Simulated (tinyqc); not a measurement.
Hueckel theory of the pi electrons with the omega technique, for the molecule c1ccccc1 (SMILES; centres numbered as the heavy atoms are written), step by step. Computed by tinyqc, a small Python program that keeps every step. Settings: charge = 0, omega = 0.6, damping = 0.5. Command: `OMP_NUM_THREADS=1 python tinyqc.py 21311 21312 out.jsonl` (the two numbers bound the seeds that draw the settings). One thread of a shared host (Intel(R) Xeon(R) Processor @ 2.60GHz), about 0.01 s of CPU time with the checks.

## The Hueckel matrix

Centres:
```
centre,"z_r, pi electrons of the neutral centre",h
1C,1,0.0000
2C,1,0.0000
3C,1,0.0000
4C,1,0.0000
5C,1,0.0000
6C,1,0.0000
```

Bonds:
```
i,j,k
1,2,1
2,3,1
3,4,1
4,5,1
5,6,1
6,1,1
```

H_rr = alpha + h_r beta, H_rs = k_rs beta for bonded centres.

Hueckel matrix in units of beta (H = alpha + beta A):
```
,1C,2C,3C,4C,5C,6C
1C,0.0000,1.0000,0.0000,0.0000,0.0000,1.0000
2C,1.0000,0.0000,1.0000,0.0000,0.0000,0.0000
3C,0.0000,1.0000,0.0000,1.0000,0.0000,0.0000
4C,0.0000,0.0000,1.0000,0.0000,1.0000,0.0000
5C,0.0000,0.0000,0.0000,1.0000,0.0000,1.0000
6C,1.0000,0.0000,0.0000,0.0000,1.0000,0.0000
```

## Orbitals, round 1

pi electrons, sum of z_r less the charge = 6

Diagonalise; E = alpha + x beta with beta < 0, so the largest x are filled first; degenerate levels share their electrons. P = sum n_i c_ri c_si; each orbital has its largest coefficient positive (the first on a tie).

x values: 2.0000  1.0000  1.0000  -1.0000  -1.0000  -2.0000

occupations: 2.0000  2.0000  2.0000  0.0000  0.0000  0.0000

coefficients:
```
,MO1,MO2,MO3,MO4,MO5,MO6
1C,0.4082,0.5774,0.0000,0.0000,0.5774,0.4082
2C,0.4082,0.2887,0.5000,0.5000,-0.2887,-0.4082
3C,0.4082,-0.2887,0.5000,-0.5000,-0.2887,0.4082
4C,0.4082,-0.5774,0.0000,0.0000,0.5774,-0.4082
5C,0.4082,-0.2887,-0.5000,0.5000,-0.2887,0.4082
6C,0.4082,0.2887,-0.5000,-0.5000,-0.2887,-0.4082
```

charge and bond-order matrix P:
```
,1C,2C,3C,4C,5C,6C
1C,1.0000,0.6667,0.0000,-0.3333,0.0000,0.6667
2C,0.6667,1.0000,0.6667,0.0000,-0.3333,0.0000
3C,0.0000,0.6667,1.0000,0.6667,0.0000,-0.3333
4C,-0.3333,0.0000,0.6667,1.0000,0.6667,0.0000
5C,0.0000,-0.3333,0.0000,0.6667,1.0000,0.6667
6C,0.6667,0.0000,-0.3333,0.0000,0.6667,1.0000
```

Within a degenerate level the vectors are fixed only up to a rotation; this is one choice.

## Omega technique, round 1

h_r = h_r(0) + omega q_r, omega = 0.6, with q_r = z_r - P_rr; 0.5 of the old diagonal is kept.

matrix after round 1:
```
,1C,2C,3C,4C,5C,6C
1C,0.0000,1.0000,0.0000,0.0000,0.0000,1.0000
2C,1.0000,0.0000,1.0000,0.0000,0.0000,0.0000
3C,0.0000,1.0000,0.0000,1.0000,0.0000,0.0000
4C,0.0000,0.0000,1.0000,0.0000,1.0000,0.0000
5C,0.0000,0.0000,0.0000,1.0000,0.0000,1.0000
6C,1.0000,0.0000,0.0000,0.0000,1.0000,0.0000
```

## Convergence

Each round sets h_r = h_r(0) + omega (z_r - P_rr), keeping the share named as damping of the old diagonal; repeat until output and input diagonals agree to 1e-6.

Rounds:
```
round,sum n x,largest |h(out) - h(in)|
1,8.0000,1.33e-16
```

Converged in 1 rounds.

## Energy, charges, bond orders

E = sum n x; q_r = z_r - P_rr; bond order p = P_rs; free valence = sqrt(3) - sum of p over the bonds of the atom.

pi energy = 6 alpha + this times beta = 8.0000

pi charges: 1C 0.0000, 2C 0.0000, 3C 0.0000, 4C 0.0000, 5C 0.0000, 6C 0.0000

Bond orders and lengths from R = 1.517 - 0.180 p (angstrom, C-C alone):
```
bond,p,R
1-2,0.6667,1.3970
2-3,0.6667,1.3970
3-4,0.6667,1.3970
4-5,0.6667,1.3970
5-6,0.6667,1.3970
6-1,0.6667,1.3970
```

free valence of the carbons: 1C 0.3987, 2C 0.3987, 3C 0.3987, 4C 0.3987, 5C 0.3987, 6C 0.3987

gap between the highest filled and the next level = 2.0000 |beta|
